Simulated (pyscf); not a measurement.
## Routes from CH₄ + F–GaH₂

Candidate steps break at most two bonds and form at most two. Each was searched with GFN2-xTB (tblite) first. Structures and frequencies: ωB97X-D3(BJ)/def2-SVP in PySCF. Correlated levels are frozen-core, on RHF or UHF. ΔMP2 is the change of the MP2 total energy from the triple- to the quadruple-zeta basis. Energies: CCSD(T)/def2-TZVPP + ΔMP2(QZVPP), eV, from the separated reactants, singlet surface; ΔG‡ with ideal gas, 1 atm, RRHO with modes under 100 cm⁻¹ raised to 100, one conformer, R ln 2 for chiral ones without a mode under 150 cm⁻¹.

| products | type | ΔE‡ | ΔE | ΔG‡ 298 K | ΔG‡ 900 K | ν‡ (cm⁻¹) |
|---|---|---|---|---|---|---|
| H₃C–GaH₂ + HF | four-centre exchange | 1.46 | +1.17 | 1.78 | 2.56 | 1065i |
| H₃C–F + GaH₃ | four-centre exchange | 3.93 | +2.13 | 4.23 | 4.95 | 1102i |

Row 1: On the product side the descent ends in an adduct with a F–Ga contact, 0.29 eV under the separated species and 0.46 eV under the saddle at ωB97X-D3(BJ)/def2-TZVP. Row 2: On the product side the descent ends in an adduct with a F–Ga contact, 0.40 eV under the separated species and 2.19 eV under the saddle at ωB97X-D3(BJ)/def2-TZVP. 

Plain bond fissions and candidates not yet searched are not listed, and one of them may be faster. Each barrier is that of the saddle found; lower ones may exist. The CCSD(T) − MP2 part came from Ansatz, without density fitting, on the same reference. The frozen core leaves the outer d or s,p core shells of the metals and heavy elements correlated in the MP2 and CC values, and def2-TZVPP describes them poorly, which can shift differences by a few kcal/mol. Elements up to Kr have no core potential and no relativistic terms here.
